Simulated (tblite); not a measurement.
C5H8S (charge -1 and doublet state).
Numbering: `[CH2:1]=[C:2]([CH3:3])[CH2:4][CH:5][S-:6]` (hydrogens: H7, H8 on C1; H9, H10, H11 on C3; H12, H13 on C4; H14 on C5)

A start from a force field or distance geometry was refined with tblite, GFN2-xTB geometry optimisation, gas phase. Values at the start:

```tsv
coordinate	start
C1=C2	1.327 Å
C1–H7	1.090 Å
C1–H8	1.092 Å
C2–C3	1.511 Å
C2–C4	1.522 Å
C3–H9	1.099 Å
C4–C5	1.492 Å
C4–H12	1.109 Å
C5–S6	1.706 Å
C5–H14	1.093 Å
C1–C2–C3	122.7°
C1–C2–C4	122.1°
C2–C4–C5	112.2°
C3–C2–C4	115.2°
C4–C5–S6	122.9°
C1–C2–C4–C5	-113°
C2–C4–C5–S6	-128°
```

Task: How do these coordinates change at the GFN2-xTB level?

Result: 
```tsv
coordinate	GFN2-xTB (Å or °)	change
C2–C4	1.499	-0.023
C5–S6	1.689	-0.017
C4–H12	1.094	-0.015
C2–C3	1.497	-0.014
C1=C2	1.340	+0.013
C1–H8	1.079	-0.013
C1–H7	1.080	-0.010
C3–H9	1.090	-0.009
C5–H14	1.086	-0.007
C4–C5	1.498	+0.006
C2–C4–C5	105.2	-7.0
C4–C5–S6	122.3	-0.6
C1–C2–C4	122.7	+0.6
C1–C2–C3	122.2	-0.5
C3–C2–C4	114.8	-0.4
C2–C4–C5–S6	-89	+39
C1–C2–C4–C5	-95	+18
```

The energy falls by 0.209 eV over 80 L-BFGS steps, the largest force on an atom goes from 1.02 to 0.007 eV/Å, and the atoms move by 0.403 Å rms after alignment. The bond that changes most is C2–C4 (ends: carbon bonded to 3 C; carbon bonded to 2 C and 2 H), which shortens by 0.023 Å. Bonds longer at the end by more than 0.005 Å: 5 of 13; shorter: 8. Among the dihedrals that turn most is H13–C4–C5–S6, from 110° to 151°. Rotational constants go from 6861, 1354, 1205 to 5555, 1725, 1492 MHz.

On an Arm Neoverse V2 with one thread, no GPU, shared host with 96 logical CPUs at a one-minute load of 22, this took 0.33 s wall.

Its GFN2-xTB frequencies are all real (lowest 84 cm⁻¹). Whether the extra electron is bound in the gas phase wasn't checked; a finite basis holds it in any case. 3 starts were optimised and ended at 0.00, 2.68 and 6.62 kcal/mol (GFN2-xTB); the lowest of these is shown.

One conformer stands for the species.

All values are computed, not measured.
